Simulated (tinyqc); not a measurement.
Worked calculation: UKS/BP86 in the sto-3g basis, for H2O, spin multiplicity 3. One step of it, computed by the program tinyqc.

Problem. Iteration 2: diagonalisation and new density. Diagonalise F' = X^T F X, C = X C', fill 6 alpha and 4 beta electrons from the bottom; D(s) = C_occ C_occ^T. Each column has its largest component positive (the first on a tie).

extrapolated F(alpha) (hartree):
```
             1O 1s      1O 2s     1O 2px     1O 2py     1O 2pz      2H 1s      3H 1s
1O 1s   -18.454222  -4.775836   0.000000   0.000000  -0.006974  -0.406965  -0.406965
1O 2s    -4.775836  -1.963098   0.000000   0.000000  -0.047614  -0.351246  -0.351246
1O 2px    0.000000   0.000000  -0.208756   0.000000   0.000000   0.000000   0.000000
1O 2py    0.000000   0.000000   0.000000  -0.163181   0.000000  -0.148099   0.148099
1O 2pz   -0.006974  -0.047614   0.000000   0.000000  -0.152389  -0.113242  -0.113242
2H 1s    -0.406965  -0.351246   0.000000  -0.148099  -0.113242  -0.202345  -0.072546
3H 1s    -0.406965  -0.351246   0.000000   0.148099  -0.113242  -0.072546  -0.202345
```

extrapolated F(beta) (hartree):
```
             1O 1s      1O 2s     1O 2px     1O 2py     1O 2pz      2H 1s      3H 1s
1O 1s   -18.430787  -4.758536   0.000000   0.000000  -0.005983  -0.405563  -0.405563
1O 2s    -4.758536  -1.878135   0.000000   0.000000  -0.042555  -0.337350  -0.337350
1O 2px    0.000000   0.000000  -0.055157   0.000000   0.000000   0.000000   0.000000
1O 2py    0.000000   0.000000   0.000000  -0.122383   0.000000  -0.140032   0.140032
1O 2pz   -0.005983  -0.042555   0.000000   0.000000  -0.089878  -0.105986  -0.105986
2H 1s    -0.405563  -0.337350   0.000000  -0.140032  -0.105986  -0.108619  -0.068965
3H 1s    -0.405563  -0.337350   0.000000   0.140032  -0.105986  -0.068965  -0.108619
```

X:
```
                1          2          3         4          5          6         7
1O 1s   -0.464886   0.000000   0.656489  0.000000  -0.583659   0.000000  0.274042
1O 2s    0.894574   0.000000  -0.246209  0.000000  -0.283431   0.000000  0.507964
1O 2px   0.000000   0.000000   0.000000  1.000000   0.000000   0.000000  0.000000
1O 2py   0.000000   0.789010   0.000000  0.000000   0.000000   0.680825  0.000000
1O 2pz   0.352960   0.000000   0.696108  0.000000   0.622053   0.000000  0.212256
2H 1s   -0.526781  -0.644835  -0.265524  0.000000   0.225278   0.416524  0.381497
3H 1s   -0.526781   0.644835  -0.265524  0.000000   0.225278  -0.416524  0.381497
```

Give: F' = X^T F X; orbital energies; coefficients C; F' = X^T F X; orbital energies; coefficients C; D(alpha) after iteration 2; D(beta) after iteration 2.

Solution.

F' = X^T F X (alpha) (hartree):
```
         1       2        3        4        5        6        7
1  -1.4387  0.0000   2.9349   0.0000  -2.9870   0.0000   1.7024
2   0.0000  0.0919   0.0000   0.0000   0.0000   0.0148   0.0000
3   2.9349  0.0000  -6.3555   0.0000   6.8614   0.0000  -4.3596
4   0.0000  0.0000   0.0000  -0.2088   0.0000   0.0000   0.0000
5  -2.9870  0.0000   6.8614   0.0000  -7.8491   0.0000   5.0033
6   0.0000  0.0148   0.0000   0.0000   0.0000  -0.2887   0.0000
7   1.7024  0.0000  -4.3596   0.0000   5.0033   0.0000  -3.7991
```

orbital energies (alpha) (hartree): MO1 -18.4647, MO2 -0.7856, MO3 -0.2892, MO4 -0.2190, MO5 -0.2088, MO6 0.0268, MO7 0.0924

coefficients C (alpha):
```
            MO1      MO2      MO3      MO4     MO5      MO6      MO7
1O 1s    0.9936  -0.2554   0.0000   0.0743  0.0000  -0.0692   0.0000
1O 2s    0.0263   0.9669   0.0000  -0.3542  0.0000   0.3718   0.0000
1O 2px   0.0000   0.0000   0.0000   0.0000  1.0000   0.0000   0.0000
1O 2py   0.0000   0.0000   0.6498   0.0000  0.0000   0.0000   0.8148
1O 2pz   0.0014   0.0715   0.0000   0.7278  0.0000   0.7115   0.0000
2H 1s   -0.0037   0.0956   0.4412   0.3900  0.0000  -0.6189  -0.6282
3H 1s   -0.0037   0.0956  -0.4412   0.3900  0.0000  -0.6189   0.6282
```

F' = X^T F X (beta) (hartree):
```
         1        2        3        4        5        6        7
1  -1.3456   0.0000   2.9561   0.0000  -3.0097   0.0000   1.7071
2   0.0000   0.1758   0.0000   0.0000   0.0000  -0.0135   0.0000
3   2.9561   0.0000  -6.3054   0.0000   6.8726   0.0000  -4.3729
4   0.0000   0.0000   0.0000  -0.0552   0.0000   0.0000   0.0000
5  -3.0097   0.0000   6.8726   0.0000  -7.7973   0.0000   5.0110
6   0.0000  -0.0135   0.0000   0.0000   0.0000  -0.2293   0.0000
7   1.7071   0.0000  -4.3729   0.0000   5.0110   0.0000  -3.7246
```

orbital energies (beta) (hartree): MO1 -18.4406, MO2 -0.7053, MO3 -0.2298, MO4 -0.1493, MO5 -0.0552, MO6 0.1224, MO7 0.1763

coefficients C (beta):
```
            MO1      MO2      MO3      MO4     MO5      MO6      MO7
1O 1s    0.9938  -0.2537   0.0000   0.0703  0.0000  -0.0762   0.0000
1O 2s    0.0254   0.9618   0.0000  -0.3324  0.0000   0.4038   0.0000
1O 2px   0.0000   0.0000   0.0000   0.0000  1.0000   0.0000   0.0000
1O 2py   0.0000   0.0000   0.7067   0.0000  0.0000   0.0000   0.7659
1O 2pz   0.0013   0.0671   0.0000   0.7721  0.0000   0.6637   0.0000
2H 1s   -0.0036   0.1033   0.3948   0.3489  0.0000  -0.6418  -0.6584
3H 1s   -0.0036   0.1033  -0.3948   0.3489  0.0000  -0.6418   0.6584
```

D(alpha) after iteration 2:
```
          1O 1s    1O 2s  1O 2px   1O 2py   1O 2pz    2H 1s    3H 1s
1O 1s    1.0629  -0.2729  0.0000   0.0000  -0.0120   0.0436   0.0436
1O 2s   -0.2729   1.1992  0.0000   0.0000   0.0759  -0.2759  -0.2759
1O 2px   0.0000   0.0000  1.0000   0.0000   0.0000   0.0000   0.0000
1O 2py   0.0000   0.0000  0.0000   0.4222   0.0000   0.2867  -0.2867
1O 2pz  -0.0120   0.0759  0.0000   0.0000   1.0411  -0.1497  -0.1497
2H 1s    0.0436  -0.2759  0.0000   0.2867  -0.1497   0.7389   0.3497
3H 1s    0.0436  -0.2759  0.0000  -0.2867  -0.1497   0.3497   0.7389
```

D(beta) after iteration 2:
```
          1O 1s    1O 2s  1O 2px   1O 2py   1O 2pz    2H 1s    3H 1s
1O 1s    1.0570  -0.2421  0.0000   0.0000   0.0386  -0.0053  -0.0053
1O 2s   -0.2421   1.0362  0.0000   0.0000  -0.1922  -0.0168  -0.0168
1O 2px   0.0000   0.0000  0.0000   0.0000   0.0000   0.0000   0.0000
1O 2py   0.0000   0.0000  0.0000   0.4995   0.0000   0.2790  -0.2790
1O 2pz   0.0386  -0.1922  0.0000   0.0000   0.6006   0.2763   0.2763
2H 1s   -0.0053  -0.0168  0.0000   0.2790   0.2763   0.2883  -0.0235
3H 1s   -0.0053  -0.0168  0.0000  -0.2790   0.2763  -0.0235   0.2883
```
